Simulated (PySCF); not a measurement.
Molecule: `C=COC=C`, C4H6O.

Atom-mapped SMILES (the numbers label the heavy atoms): `[CH2:1]=[CH:2][O:3][CH:4]=[CH2:5]`. Each H is labelled by its parent atom. Ha(C1), Ha(C5) are cis to O3; Hb(C1), Hb(C5) are trans to O3.

Geometry PBE0-D3(BJ)/def2-SVP throughout; GIAO in PySCF, gas phase, one conformer, non-relativistic; equivalent atoms averaged; basis pcSseg-2.

Task: How do the absolute shieldings σ depend on the functional? (ppm; last column core-seconds on 1 thread of an Arm Neoverse V2, shared host; the GGAs took longer than the global hybrids here, which isn't the general rule, and the cause wasn't traced)

Result: 
```
functional                    kind  C2/C4  C1/C5     O3  H(C2)/H(C4)  Ha(C1)/Ha(C5)  Hb(C1)/Hb(C5)  core-s
        HF            Hartree–Fock   32.2   93.3  191.6        25.32          26.80          27.35      11
       LDA                     LDA   15.1   81.4  100.3        24.10          26.03          26.46      24
       PBE                     GGA   19.6   85.2  105.9        24.57          26.54          26.98      28
      BLYP                     GGA   14.8   81.5  104.4        24.80          26.77          27.25      29
      BP86                     GGA   19.7   85.1  107.5        24.64          26.61          27.05      29
      OPBE                     GGA   30.3   93.0  116.9        24.60          26.58          26.97      28
       KT2                     GGA   30.1   94.9  115.9        24.66          26.66          27.15      31
       KT3                     GGA   31.1   94.8  119.6        24.86          26.86          27.32      29
     B97-D                     GGA   23.7   87.9  115.8        24.84          26.81          27.27      29
     B3LYP           global hybrid   17.5   82.9  124.0        24.86          26.69          27.18      20
      PBE0           global hybrid   22.8   87.0  130.2        24.71          26.51          26.95      19
  mPW1PW91           global hybrid   22.2   86.2  130.3        24.77          26.57          27.01      21
      WP04           global hybrid   11.8   74.5  125.6        25.36          27.06          27.46      20
     B97-2           global hybrid   25.3   88.7  132.2        24.85          26.67          27.12      20
 BHandHLYP           global hybrid   22.1   85.7  151.6        25.00          26.66          27.15      20
 CAM-B3LYP  range-separated hybrid   17.9   83.2  140.7        24.80          26.53          27.03      27
   wB97X-D  range-separated hybrid   21.6   85.8  141.8        24.85          26.56          27.02      26
   LC-wPBE  range-separated hybrid   21.2   85.1  156.4        24.77          26.41          26.87      34
```

Task: Which nucleus moves most, in ppm?

Result: O3 (ether oxygen): from 100.3 ppm with LDA to 191.6 ppm with HF. The smallest spread is 1.00 ppm, at Hb(C1)/Hb(C5). Proton shifts span only some 12 ppm, so a few tenths of a ppm matter as much there as several ppm in carbon.
